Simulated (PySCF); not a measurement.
Compound: 1,1,2-trichloroethane, C2H3Cl3.
Bonds: Cl1–C2, C2–C3, C3–Cl4, C3–Cl5. Hydrogens: H6, H7 on C2; H8 on C3.

The same species was optimised twice, with GFN2-xTB and with PBE0-D3(BJ)/def2-SVP (PySCF), and the same property calculations (PySCF, gas phase) were run on both structures.

```csv
coordinate,GFN2-xTB,PBE0-D3(BJ)/def2-SVP,change
C2–H6 (Å),1.090,1.098,+0.008
C2–H7 (Å),1.091,1.098,+0.007
C3–Cl4 (Å),1.776,1.771,-0.005
C3–H8 (Å),1.092,1.097,+0.005
Cl1–C2 (Å),1.780,1.775,-0.005
C2–C3 (Å),1.514,1.513,-0.001
C3–Cl5 (Å),1.781,1.782,+0.001
Cl1–C2–C3 (°),109.6,111.4,+1.8
Cl4–C3–Cl5 (°),109.5,111.1,+1.6
C3–C2–H7 (°),110.2,109.0,-1.2
C3–C2–H6 (°),111.1,110.0,-1.1
C2–C3–H8 (°),112.3,111.3,-1.0
Cl1–C2–H6 (°),108.0,108.9,+0.9
H6–C2–H7 (°),110.2,109.4,-0.8
C2–C3–Cl4 (°),111.0,111.7,+0.7
Cl1–C2–C3–Cl4 (°),-67,-64,+3
```

Rotational constants: A = 3622, B = 1478, C = 1088 MHz (GFN2-xTB) against A = 3566, B = 1477, C = 1080 MHz (PBE0-D3(BJ)/def2-SVP). Point groups within 0.08 Å: C1 and C1.

On the GFN2-xTB structure: HOMO (eV) -8.81 [PBE0/pcSseg-1]; LUMO (eV) -0.25 [PBE0/pcSseg-1]; dipole (D) 1.45 [PBE0/pcSseg-1]; GIAO shielding of Cl1 (ppm) 827.0 [PBE0/pcSseg-1]; GIAO shielding of C2 (ppm) 129.1 [PBE0/pcSseg-1]; GIAO shielding of C3 (ppm) 100.6 [PBE0/pcSseg-1]; GIAO shielding of Cl4/Cl5 (mean) (ppm) 674.8 [PBE0/pcSseg-1].

Problem. What do these properties become on the PBE0-D3(BJ)/def2-SVP structure?

Solution. 
```tsv
property	level	on GFN2-xTB	on PBE0-D3(BJ)/def2-SVP	change
HOMO (eV)	PBE0/pcSseg-1	-8.81	-8.85	-0.04
LUMO (eV)	PBE0/pcSseg-1	-0.25	-0.29	-0.04
dipole (D)	PBE0/pcSseg-1	1.45	1.41	-0.04
energy, GFN2-xTB geometry as zero (kcal/mol)	PBE0/pcSseg-1	0.0	-0.2	-0.2
GIAO shielding of Cl1 (ppm)	PBE0/pcSseg-1	827.0	829.7	+2.7
GIAO shielding of C2 (ppm)	PBE0/pcSseg-1	129.1	128.5	-0.6
GIAO shielding of C3 (ppm)	PBE0/pcSseg-1	100.6	100.4	-0.2
GIAO shielding of Cl4/Cl5 (mean) (ppm)	PBE0/pcSseg-1	674.8	683.5	+8.7
```

The heavy atoms differ by 0.021 Å rms after alignment. Among all bonds C2–H6 and C2–H7 change most and about equally (+0.007 to +0.008 Å). Changes are differences of the printed values. Neither structure is proved a minimum here.

Conformer computed: `[Cl:1][CH2:2][CH:3]([Cl:4])[Cl:5]`: Cl1–C2–C3–Cl4 -64°.
